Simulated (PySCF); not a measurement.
Gas-phase reaction: 2 SiH2ClNH2 → SiH2(NH2)2 + SiH2Cl2

Computed with PySCF and rigid-rotor harmonic-oscillator thermochemistry at 1 bar. † marks an energy on the PBE0/def2-TZVP geometry and frequencies; other levels use their own. MP2 freezes the core. 6-31G* has spherical d functions here. All species are closed-shell singlets. B3LYP is the form with VWN-RPA correlation. No R ln 2 is added for the mirror-image form of SiH2(NH2)2. SiH2ClNH2, SiH2(NH2)2: computed as isolated molecules; such fragments, hydroxides, amides, oligomers or adducts are transient or little studied in the gas. MP2 isn't extrapolated to the basis-set limit; its ΔH°(298 K) is 20.8 kJ in def2-SVP and 16.6 kJ in def2-TZVPP. The harmonic model lacks anharmonicity and excited electronic states, which grow with temperature; levels with a mode under 35 cm⁻¹ are left out. Internal rotation in SiH2ClNH2, SiH2(NH2)2 is treated as a harmonic vibration of one conformer, which makes the entropy rough.

```json
[
 {"level": "B3LYP/6-31G*", "ΔE electronic, kJ": "29", "ΔH°(298 K), kJ": "28", "ΔS°(298 K), J/K": "-11", "ΔG°(1000 K), kJ": "39"},
 {"level": "B3LYP/def2-TZVP†", "ΔE electronic, kJ": "19", "ΔH°(298 K), kJ": "18", "ΔS°(298 K), J/K": "-11", "ΔG°(1000 K), kJ": "30"},
 {"level": "MP2/def2-SVP†", "ΔE electronic, kJ": "22", "ΔH°(298 K), kJ": "21", "ΔS°(298 K), J/K": "-11", "ΔG°(1000 K), kJ": "32"},
 {"level": "MP2/def2-TZVPP†", "ΔE electronic, kJ": "17", "ΔH°(298 K), kJ": "17", "ΔS°(298 K), J/K": "-11", "ΔG°(1000 K), kJ": "28"},
 {"level": "PBE0/def2-SVP†", "ΔE electronic, kJ": "24", "ΔH°(298 K), kJ": "24", "ΔS°(298 K), J/K": "-11", "ΔG°(1000 K), kJ": "35"},
 {"level": "r2SCAN/def2-TZVP†", "ΔE electronic, kJ": "18", "ΔH°(298 K), kJ": "18", "ΔS°(298 K), J/K": "-11", "ΔG°(1000 K), kJ": "29"},
 {"level": "LDA/def2-TZVP†", "ΔE electronic, kJ": "19", "ΔH°(298 K), kJ": "18", "ΔS°(298 K), J/K": "-11", "ΔG°(1000 K), kJ": "29"},
 {"level": "ωB97X-V/def2-TZVP†", "ΔE electronic, kJ": "18", "ΔH°(298 K), kJ": "18", "ΔS°(298 K), J/K": "-11", "ΔG°(1000 K), kJ": "29"}
]
```
ΔH° is lowest at MP2/def2-TZVPP† and highest at B3LYP/6-31G*. No reference value is set beside these.
